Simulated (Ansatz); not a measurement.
# ClH7Si2: the cost of one run

Program: Ansatz 0.2.0. Level of theory: RKS PBE0-D4/def2-SVP. These are calculated values, not measurements.

## 1. Starting point

Bond lengths: Si1–Cl2 2.488 Å, Si1–H3 1.486 Å, Si1–H4 1.462 Å, Si1–Si5 2.313 Å, Si5–H8 1.466 Å, Si5–H9 1.463 Å, Si5–H10 1.467 Å. Angles: Cl2–Si1–H3 91.0°, Cl2–Si1–H4 106.2°, Cl2–Si1–Si5 110.1°, H3–Si1–H4 100.5°, H3–Si1–Si5 107.1°, H4–Si1–Si5 133.3°, Si1–Si5–H8 109.2°, Si1–Si5–H9 113.4°, Si1–Si5–H10 111.5°, H8–Si5–H9 108.4°, H8–Si5–H10 106.4°, H9–Si5–H10 107.6°.

Coordinates:

```xyz
10

Si   -0.9516   -0.0006   -0.1424
Cl   -0.4437   -0.4607   -2.5346
H    -1.7944   -1.2219   -0.0603
H    -1.9834    1.0350   -0.1364
Si    0.9245   -0.3788    1.1566
H     0.1518    1.0320   -1.8181
H     0.0721    1.3767   -0.9082
H     0.5486   -1.1769    2.3270
H     1.9923   -1.0797    0.4441
H     1.4839    0.8749    1.6723
```

## 2. Pulling towards end A

Springs on the bonds that form and break draw the guess towards this end; the thresholds are loose.

File input.yaml:

```yaml
crystal:
  periodic: [false, false, false]
  atoms:
    - { symbol: Si, position_ang: [-0.9516, -0.0006, -0.1424] }
    - { symbol: Cl, position_ang: [-0.4437, -0.4607, -2.5346] }
    - { symbol: H, position_ang: [-1.7944, -1.2219, -0.0603] }
    - { symbol: H, position_ang: [-1.9834, 1.035, -0.1364] }
    - { symbol: Si, position_ang: [0.9245, -0.3788, 1.1566] }
    - { symbol: H, position_ang: [0.1518, 1.032, -1.8181] }
    - { symbol: H, position_ang: [0.0721, 1.3767, -0.9082] }
    - { symbol: H, position_ang: [0.5486, -1.1769, 2.327] }
    - { symbol: H, position_ang: [1.9923, -1.0797, 0.4441] }
    - { symbol: H, position_ang: [1.4839, 0.8749, 1.6723] }
basis:
  gaussian: { orbitals: def2-SVP }
hamiltonian:
  xc: pbe0
  dispersion: d4
relax:
  f_tol: 0.15
  max_steps: 25
  restrain:
    - { distance: [0, 6], at: 2.72, k: 30.0 }
    - { distance: [5, 1], at: 2.63, k: 30.0 }
    - { distance: [0, 1], at: 2.13, k: 30.0 }
    - { distance: [5, 6], at: 0.62, k: 30.0 }
```

Launch:

```bash
> ansatz run input.yaml --threads 2 --pin off --max-ram 3072MiB --backend cpu --events-out ev --progress --plain --runs-dir out
```

What time and memory should one allow on 2 threads of AMD EPYC 9R45 (Zen 5), shared host?

About 4.7 s, with a peak of 0.2 GiB.
